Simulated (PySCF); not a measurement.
# H3N: the cost of one run

The runs use PySCF 2.14.0; levels as typed in each script, gas phase, geometry from GFN2-xTB.

### 1 The system as given

SMILES `N`, 4 atoms, charge 0, spin multiplicity 1.

Bond lengths: N1–H2 1.013 Å, N1–H3 1.013 Å, N1–H4 1.013 Å. Angles: H2–N1–H3 107.7°, H2–N1–H4 107.7°, H3–N1–H4 107.6°.

Coordinates:

```xyz
4
H3N
N     0.0000    0.0000    0.1100
H     0.8717   -0.3620   -0.2568
H    -0.7495   -0.5738   -0.2567
H    -0.1223    0.9360   -0.2567
```

### 2 Localised orbitals (wB97X/cc-pvdz)

Input file input.py:

```python
import numpy as np
from pyscf import gto, scf, dft, lo
from pyscf.data.elements import chemcore

def solve(mol, dm0=None, hcore=None):
    mf = (dft.UKS if mol.spin else dft.RKS)(mol, xc='wb97x')
    mf.grids.level = 3
    mf = mf.density_fit(auxbasis='def2-universal-jkfit')
    mf.conv_tol, mf.max_cycle = 1e-8, 80
    if hcore is not None:
        mf.get_hcore = lambda *args: hcore
    mf.kernel(dm0)
    if not mf.converged:
        mf = mf.newton().run(mf.mo_coeff, mf.mo_occ, max_cycle=30)
    assert mf.converged, 'SCF not converged'
    return mf

mol = gto.M(atom='''
N      0.00002    -0.00002     0.11002
H      0.87174    -0.36201    -0.25676
H     -0.74953    -0.57379    -0.25671
H     -0.12233     0.93596    -0.25667
''', basis='cc-pvdz', charge=0, spin=0, verbose=4)
mf = solve(mol)
occ_all = mf.mo_coeff[:, mf.mo_occ > 0]
occ = occ_all[:, chemcore(mol):]
loc = lo.ibo.ibo(mol, occ, iaos=lo.iao.iao(mol, occ_all))
fock, s = mf.get_fock(), mf.get_ovlp()
ortho = lo.orth_ao(mol, 'meta_lowdin')
ortho = lo.vec_lowdin(lo.iao.iao(mol, occ_all), s)
labels = lo.iao.reference_mol(mol).ao_labels(fmt=None)
vir = lo.vvo.livvo(mol, occ_all, mf.mo_coeff[:, mf.mo_occ == 0])
both = np.hstack([loc, vir])
p = (ortho.T @ s @ both) ** 2
pop = np.array([p[[l[0] == a for l in labels]].sum(0) for a in range(mol.natm)])
spd = np.array([[p[[l[0] == a and l[2][-1] == k for l in labels]].sum(0) for k in 'spd'] for a in range(mol.natm)])
eps = np.einsum('pi,pq,qi->i', both, fock, both)
for i in np.argsort(eps):
    top = np.argsort(-pop[:, i])[:3]
    print('%3d %s %9.4f Eh ' % (i + 1, 'occ' if i < loc.shape[1] else 'vir', eps[i]), '  '.join('%s%d %.3f' % (mol.atom_symbol(a), a + 1, pop[a, i]) for a in top))
np.savez('result.npz', c=both, nocc=loc.shape[1], pop=pop, spd=spd, eps=eps, e=mf.e_tot)
```

Command:

```console
$ OMP_NUM_THREADS=1 python input.py
```

What time and memory should one allow on 1 thread of Intel Xeon Platinum 8375C at 2.90GHz (Ice Lake), shared host?

About 2 s, with a peak of 0.17 GiB.
